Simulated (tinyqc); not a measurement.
Worked calculation: extended Hueckel theory, for LiF-. The parameters take no account of the charge, which enters only through the electron count, and nothing here shows that the anion is bound. Computed by tinyqc, a small Python program that keeps every step (integrals from PySCF). Settings: charge = -1, K = 2.0, multiplicity = 2. Command: `OMP_NUM_THREADS=1 python tinyqc.py 29056 29057 out.jsonl` (the two numbers bound the seeds that draw the settings). One thread of a shared host (Intel(R) Xeon(R) Processor @ 2.60GHz), about 0.01 s of CPU time with the checks.

## Overlaps

Geometry (angstrom):
```
atom        x        y        z
Li    0.00000  0.00000  0.00000
F     0.00000  0.00000  1.33700
```

Parameters chosen for this run:
```
element  shell  Slater exponent  H_ii (eV)
F           2s          2.42500  -40.00000
F           2p          2.42500  -18.10000
Li          2s          0.65000   -5.40000
Li          2p          0.65000   -3.50000
```

Slater orbitals, each expanded in six Gaussians scaled to its exponent.

overlap S, order 1Li 2s, 1Li 2px, 1Li 2py, 1Li 2pz, 2F 2s, 2F 2px, 2F 2py, 2F 2pz:
```
[[1.00000, 0.00000, 0.00000, 0.00000, 0.30460, 0.00000, 0.00000, -0.06217],
 [0.00000, 1.00000, 0.00000, 0.00000, 0.00000, 0.17037, 0.00000, 0.00000],
 [0.00000, 0.00000, 1.00000, 0.00000, 0.00000, 0.00000, 0.17037, 0.00000],
 [0.00000, 0.00000, 0.00000, 1.00000, 0.43620, 0.00000, 0.00000, -0.04009],
 [0.30460, 0.00000, 0.00000, 0.43620, 1.00000, 0.00000, 0.00000, 0.00000],
 [0.00000, 0.17037, 0.00000, 0.00000, 0.00000, 1.00000, 0.00000, 0.00000],
 [0.00000, 0.00000, 0.17037, 0.00000, 0.00000, 0.00000, 1.00000, 0.00000],
 [-0.06217, 0.00000, 0.00000, -0.04009, 0.00000, 0.00000, 0.00000, 1.00000]]
```

## Wolfsberg-Helmholz matrix

diagonal H_ii (eV): [-5.40000, -3.50000, -3.50000, -3.50000, -40.00000, -18.10000, -18.10000, -18.10000]

K = 2.00000

H_ij = K' S_ij (H_ii + H_jj)/2 for i != j (the diagonal keeps H_ii), with K' = 2.

H (eV), order 1Li 2s, 1Li 2px, 1Li 2py, 1Li 2pz, 2F 2s, 2F 2px, 2F 2py, 2F 2pz:
```
[[-5.40000, 0.00000, 0.00000, 0.00000, -13.82872, 0.00000, 0.00000, 1.46105],
 [0.00000, -3.50000, 0.00000, 0.00000, 0.00000, -3.68001, 0.00000, 0.00000],
 [0.00000, 0.00000, -3.50000, 0.00000, 0.00000, 0.00000, -3.68001, 0.00000],
 [0.00000, 0.00000, 0.00000, -3.50000, -18.97453, 0.00000, 0.00000, 0.86584],
 [-13.82872, 0.00000, 0.00000, -18.97453, -40.00000, 0.00000, 0.00000, 0.00000],
 [0.00000, -3.68001, 0.00000, 0.00000, 0.00000, -18.10000, 0.00000, 0.00000],
 [0.00000, 0.00000, -3.68001, 0.00000, 0.00000, 0.00000, -18.10000, 0.00000],
 [1.46105, 0.00000, 0.00000, 0.86584, 0.00000, 0.00000, 0.00000, -18.10000]]
```

## Orbitals

valence electrons = 9

Solve H C = S C e through S^(-1/2); fill by pairs from the bottom, a degenerate level sharing its electrons equally; each orbital has its largest coefficient positive (the first on a tie).

orbital energies (eV): [-40.13324, -18.12398, -18.12398, -18.10722, -4.77014, -2.83031, -2.83031, 13.71385]

occupations: [2.00000, 2.00000, 2.00000, 2.00000, 1.00000, 0.00000, 0.00000, 0.00000]

coefficients, order 1Li 2s, 1Li 2px, 1Li 2py, 1Li 2pz, 2F 2s, 2F 2px, 2F 2py, 2F 2pz:
```
[[0.04482, 0.00000, 0.00000, -0.02039, 0.84373, 0.00000, 0.00000, 0.64898],
 [0.00000, 0.03392, -0.02156, 0.00000, 0.00000, 0.22430, 0.98892, 0.00000],
 [0.00000, 0.02156, 0.03392, 0.00000, 0.00000, 0.98892, -0.22430, 0.00000],
 [0.03888, 0.00000, 0.00000, -0.00267, -0.53766, 0.00000, 0.00000, 0.98929],
 [0.96811, 0.00000, 0.00000, 0.00910, -0.03857, 0.00000, 0.00000, -0.67719],
 [0.00000, 0.83752, -0.53232, 0.00000, 0.00000, -0.04697, -0.20710, 0.00000],
 [0.00000, 0.53232, 0.83752, 0.00000, 0.00000, -0.20710, 0.04697, 0.00000],
 [0.00341, 0.00000, 0.00000, 0.99844, 0.04650, 0.00000, 0.00000, 0.09122]]
```

sum of one-electron energies = -193.74700 eV

Within a degenerate level the vectors are fixed only up to a rotation; this is one choice.

## Mulliken analysis

P = C n C^T; charge = valence electrons (F 7, Li 1) minus the sum of (P S)_ii on the atom; overlap population = 2 sum P_ij S_ij between two atoms.

charges: [-0.10203, -0.89797]

Overlap populations:
```
pair     value
2-1   0.173446
```
